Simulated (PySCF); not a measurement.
C4H7NO (charge +1 and doublet state).
Z-matrix (Å and degrees, GFN2-xTB geometry), rows numbered from 1:
```
O 
C   1  1.1935
C   2  1.5225  1  127.87
C   3  1.5160  2  105.49  1  -167.80
C   4  1.5213  3  105.61  2   -10.93
N   2  1.3717  1  125.71  3   178.44
H   3  1.0975  2  103.85  1    72.84
H   3  1.0914  2  113.43  1   -42.03
H   4  1.0958  3  110.92  2  -133.35
H   4  1.0948  3  112.43  2   109.62
H   5  1.1013  4  112.48  3   127.66
H   5  1.1062  4  113.11  3  -114.90
H   6  1.0158  2  120.30  1     7.86
```

The hyperfine couplings belong to this conformer and change with its torsions.

Identity: `[O+]=C1CCCN1` [radical] (charge +1).

Theory: PySCF 2.14.0, UKS B3LYP, pcH-1 on C H N O, non-relativistic, mean-field spin-orbit, GIAO. The structure is a single GFN2-xTB conformer in the gas phase; no vibrational or solvent corrections. The geometry wasn't refined by DFT: couplings that depend on bond lengths, twists or pyramidal angles can differ widely from those at the functional's own minimum, by a factor of two or more for some ions and for spin on atoms past the first row. No stability test was run, so a lower SCF solution isn't excluded.

(1) The isotropic 13C couplings are -44.4, -23.0, +8.3, -4.5 MHz. Assign them to C2; C3; C4; C5.

(2) Match the computed a_iso(1H) values +160.2, -32.1, +31.8, +4.6 MHz (means over equivalent nuclei) with the sites H7/H8; H9/H10; H11/H12; H13.

## Answers

(1) 
```tsv
site	a_iso (MHz)	ρ(0) (bohr⁻³)	position	distance from O1 (Å)	spin population	largest |T| (MHz)
C2	-44.4	-0.0395	1 bond from O1	1.19	-0.11	20.2
C3	+8.3	+0.0074	2 bonds from N6	2.44	+0.07	16.1
C4	-4.5	-0.0040	2 bonds from N6	3.58	+0.02	5.5
C5	-23.0	-0.0205	1 bond from N6	3.48	-0.01	11.2
```

(2) 
```csv
site,a_iso (MHz),ρ(0) (bohr⁻³),position,distance from O1 (Å),bound to,spin population there,largest |T| (MHz)
H7/H8,+4.6,+0.0010,3 bonds from O1,2.78,C3,+0.07,5.7
H9/H10,+31.8,+0.0071,3 bonds from N6,4.29,C4,+0.02,4.9
H11/H12,+160.2,+0.0358,2 bonds from N6,4.18,C5,-0.01,10.4
H13,-32.1,-0.0072,1 bond from N6,2.59,N6,+0.43,29.8
```

ρ(0) is the spin density at the nucleus and T the dipolar tensor; entries for several nuclei are means. The Mulliken spin populations are largest on O1 (+0.48), N6 (+0.43), C2 (-0.11) and H12 (+0.08). Main spin sites, with 60 % or more of the largest population: O1, N6; positions count bonds from the nearest.

Nuclei that the bonding pattern makes equivalent are averaged, as if the motion that swaps them (rotation, inversion, ring flip) were fast. The 1H value of +160.2 MHz is a mean of couplings from 108.6 to 211.8 MHz in this one geometry, not an average over conformers. The 1H value of +31.8 MHz is a mean of couplings from 11.8 to 51.8 MHz in this one geometry, not an average over conformers.

O1, the radical centre as drawn in `[O+]=C1CCCN1`, holds a spin population of +0.48 out of 1.
